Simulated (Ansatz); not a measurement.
## Worked example: correlation energy of Al2H⁺, quintet

Geometry: that of the Al2H, quartet, kept fixed. The triplet lies 3.9 eV lower here.

```xyz
3

Al    0.0000    0.0000    0.2591
Al    0.0000    0.0000   -2.1014
H     0.0000    0.0000    1.8423
```

Basis 6-31G; Ansatz 0.2.0. Only valence electrons are correlated (noble-gas cores frozen), which leaves 6 electrons in 18 orbitals. R marks a restricted (for open shells ROHF) determinant, U an unrestricted one.

Full CI is exact within this basis and frozen core; it isn't the basis-set limit. The frozen core follows each run's orbitals, which can shift R against U totals by a few meV.

Runs differ by some tens of microhartree through their thresholds and, for an open shell, their frozen cores, so steps under 0.1 kcal/mol mean nothing.

```csv
level,total energy (hartree)
UHF,-483.915846
UMP2,-483.947683
UCCSD,-483.968981
UCCSD(T),-483.970880
UCCSDT,-483.972394
UCCSDT(Q),-483.972536
UCCSDTQ,-483.972566
full CI,-483.972532
```

Task: What is the correlation energy at full CI, and what share of it do UMP2 and UCCSDT recover?

Result: E(corr) = -483.972532 − (-483.915846) = -0.056686 hartree = -1.543 eV. UMP2: -0.031837 / -0.056686 = 56.16 %. UCCSDT: -0.056548 / -0.056686 = 99.76 %.

Task: By how many kcal/mol does UCCSD(T) miss full CI (1 hartree = 627.509 kcal/mol), and which steps make up the rest?

Result: -483.970880 − (-483.972532) = 0.001652 hartree = 1.04 kcal/mol. Steps: UCCSDT − UCCSD(T) = -0.95, UCCSDT(Q) − UCCSDT = -0.09, UCCSDTQ − UCCSDT(Q) = -0.02, full CI − UCCSDTQ = 0.02 kcal/mol. Differences between like states or geometries often cancel part of this.
